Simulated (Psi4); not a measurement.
# UCCSD(T)/aug-cc-pVDZ run of CH2BN− (SMILES [BH2-]C#N)

Aim: the vertical ionisation energy of CH2BN− at UCCSD(T)/aug-cc-pVDZ, from 2 runs. 

The calculation is run with Psi4 1.11.

### 1 Starting point

CH2BN− has 5 atoms, charge -1, and is taken as a doublet. As SMILES, `[BH2-]C#N`. The coordinates come from a GFN2-xTB relaxation.

Bond lengths: B1–C2 1.464 Å, C2–N3 1.188 Å, B1–H4 1.209 Å, B1–H5 1.209 Å. Angles: B1–C2–N3 179.9°, C2–B1–H4 120.8°, C2–B1–H5 120.8°, H4–B1–H5 118.3°.

### 2 The energy at UCCSD(T)/aug-cc-pVDZ

ch2bn.in

```
memory 1.6 GB

molecule {
  -1 2
  B     -0.479260     0.201310    -0.246440
  C      0.740110    -0.310900     0.381160
  N      1.729380    -0.727540     0.890010
  H     -0.889380    -0.271730    -1.280950
  H     -1.100840     1.108860     0.256220
  symmetry c1
  no_reorient
  no_com
}

set basis aug-cc-pVDZ
set reference uhf
set puream true
set e_convergence 1e-09
set d_convergence 1e-08
set scf_type pk
set num_frozen_docc 3
set maxiter 200

e, wfn = energy("ccsd(t)", return_wfn=True)
```

Started as:

```
$ psi4 -i ch2bn.in -o ch2bn.out -n 1
```

ch2bn.out:

```text
[...]
  Running in c1 symmetry.
[...]
  Nuclear repulsion =   46.054610857130797
[...]
  Multiplicity = 2
[...]
  Nalpha       = 11
  Nbeta        = 10
[...]
    Number of basis functions: 87
[...]
   @UHF iter   1:  -118.05861528559817   -1.22843e+00   4.36559e-03 DIIS/ADIIS
[...]
   @UHF iter  19:  -118.17202226580537   -1.59162e-12   4.33292e-09 DIIS
[...]
   @S^2 Observed:                8.561822614E-01
[...]
    Orbital Energies [Eh]
    ---------------------
    Alpha Occupied:
       1A    -15.371971     2A    -11.043371     3A     -7.367270
       4A     -1.005974     5A     -0.600699     6A     -0.393697
       7A     -0.328728     8A     -0.309487     9A     -0.307440
      10A     -0.233791    11A     -0.057919
    Alpha Virtual:
      12A      0.150256    13A      0.163564    14A      0.172172
      15A      0.173225    16A      0.217212    17A      0.221199
      18A      0.249902    19A      0.285110    20A      0.304280
      21A      0.344050    22A      0.347286    23A      0.367064
      24A      0.378822    25A      0.416150    26A      0.418034
[...]
  @UHF Final Energy:  -118.17202226580537
   => Energetics <=
    Nuclear Repulsion Energy =             46.0546108571307968
    One-Electron Energy =                -254.6948200024227162
    Two-Electron Energy =                  90.4681868794865522
    Total Energy =                       -118.1720222658053672
  UHF NO Occupations:
  HONO-2 :    9  A 1.9851156
  HONO-1 :   10  A 1.9663665
[...]
 Multipole Moments:
 ------------------------------------------------------------------------------------
     Multipole            Electronic (a.u.)      Nuclear  (a.u.)        Total (a.u.)
 ------------------------------------------------------------------------------------
 L = 1.  Multiply by 2.5417464519 to convert [e a0] to [Debye]
 Dipole X            :        -23.9153796           22.9786917           -0.9366878
 Dipole Y            :         10.0594537           -9.6650043            0.3944494
 Dipole Z            :        -12.3124137           11.8298745           -0.4825392
 Magnitude           :                                                    1.1250860
[...]
      * MP2 total energy                      = -118.551222939519505
[...]
      * CCSD total energy                     = -118.580015800763420
[...]
      * CCSD(T) total energy                     = -118.598033218016113
[...]
```

Wall time 56 s (1 thread of Intel Xeon Platinum 8488C (Sapphire Rapids), shared host); peak memory 0.74 GiB.

### 3 Singlet neutral CH2BN

job.py

```python
import psi4

psi4.set_memory('1600 MB')
psi4.set_num_threads(1)
psi4.set_output_file('ch2bn.out', False)

mol = psi4.geometry("""
0 1
B     -0.479260     0.201310    -0.246440
C      0.740110    -0.310900     0.381160
N      1.729380    -0.727540     0.890010
H     -0.889380    -0.271730    -1.280950
H     -1.100840     1.108860     0.256220
units angstrom
symmetry c1
no_reorient
no_com
""")

psi4.set_options(dict(basis='aug-cc-pVDZ', puream=True, e_convergence=1e-09, d_convergence=1e-08, scf_type='pk', num_frozen_docc=3))

e = psi4.energy("ccsd(t)", molecule=mol)
print('E =', round(e, 9))
```

Started as:

```
$ python job.py
```

ch2bn.out:

```text
[...]
  Running in c1 symmetry.
[...]
  Nuclear repulsion =   46.054610857130797
[...]
  Multiplicity = 1
[...]
  Nalpha       = 10
  Nbeta        = 10
[...]
    Number of basis functions: 87
[...]
   @RHF iter   1:  -118.10799256846626   -1.27781e+00   2.65093e-03 DIIS/ADIIS
[...]
   @RHF iter  12:  -118.14774792621687   -9.52127e-13   2.02598e-09 DIIS
[...]
    Orbital Energies [Eh]
    ---------------------
    Doubly Occupied:
       1A    -15.628486     2A    -11.286675     3A     -7.671966
       4A     -1.229064     5A     -0.849831     6A     -0.632262
       7A     -0.572438     8A     -0.562060     9A     -0.489160
      10A     -0.465427
[...]
  @RHF Final Energy:  -118.14774792621687
   => Energetics <=
    Nuclear Repulsion Energy =             46.0546108571307968
    One-Electron Energy =                -249.6299809798840670
    Two-Electron Energy =                  85.4276221965364044
    Total Energy =                       -118.1477479262168657
[...]
 Multipole Moments:
 ------------------------------------------------------------------------------------
     Multipole            Electronic (a.u.)      Nuclear  (a.u.)        Total (a.u.)
 ------------------------------------------------------------------------------------
 L = 1.  Multiply by 2.5417464519 to convert [e a0] to [Debye]
 Dipole X            :        -23.9019437           22.9786917           -0.9232520
 Dipole Y            :         10.0531011           -9.6650043            0.3880968
 Dipole Z            :        -12.3046881           11.8298745           -0.4748135
 Magnitude           :                                                    1.1083597
[...]
      * MP2 total energy                      = -118.522716995758060
[...]
      * CCSD total energy                     = -118.541703917260492
[...]
      * CCSD(T) total energy                  = -118.559248099722353
```

The script printed:

```text
E = -118.5592481
```

Wall time 18 s (1 thread of Intel Xeon Platinum 8488C (Sapphire Rapids), shared host); peak memory 0.77 GiB.

### 4 Results

Level: UCCSD(T)/aug-cc-pVDZ, 3 core orbitals frozen.

| quantity | value |
| --- | --- |
| doublet CH2BN−: total energy | -118.59803 Eh |
| doublet CH2BN−: HOMO energy (Hartree–Fock orbitals) (highest over α and β) | -1.58 eV |
| doublet CH2BN−: LUMO energy (Hartree–Fock orbitals) (lowest over α and β) | 4.09 eV |
| doublet CH2BN−: correlation energy (3 core orbitals frozen) | -426.0 mEh |
| doublet CH2BN−: (T) correction | -18.02 mEh |
| doublet CH2BN−: ⟨S²⟩ of the reference determinant | 0.856 |
| doublet CH2BN−: T1 diagnostic | 0.042 |
| singlet neutral CH2BN: total energy | -118.55925 Eh |
| singlet neutral CH2BN: HOMO energy (Hartree–Fock orbitals) | -12.66 eV |
| singlet neutral CH2BN: LUMO energy (Hartree–Fock orbitals) | 0.12 eV |
| singlet neutral CH2BN: HOMO–LUMO gap (Hartree–Fock orbitals) | 12.79 eV |
| singlet neutral CH2BN: correlation energy (3 core orbitals frozen) | -411.5 mEh |
| singlet neutral CH2BN: (T) correction | -17.54 mEh |
| singlet neutral CH2BN: T1 diagnostic | 0.016 |
| vertical detachment energy (to the singlet neutral) | 1.055 eV |

**Reading.** Removing an electron at fixed nuclei costs 1.06 eV (102 kJ/mol). Only the singlet of the ionised species was computed; a triplet could lie lower. ⟨S²⟩ (doublet CH2BN−) is 0.86 where a pure doublet has 0.75: the reference is spin-contaminated. The triples (doublet CH2BN−) make up 4.2 % of the correlation energy. The triples (singlet neutral CH2BN) make up 4.3 % of the correlation energy.
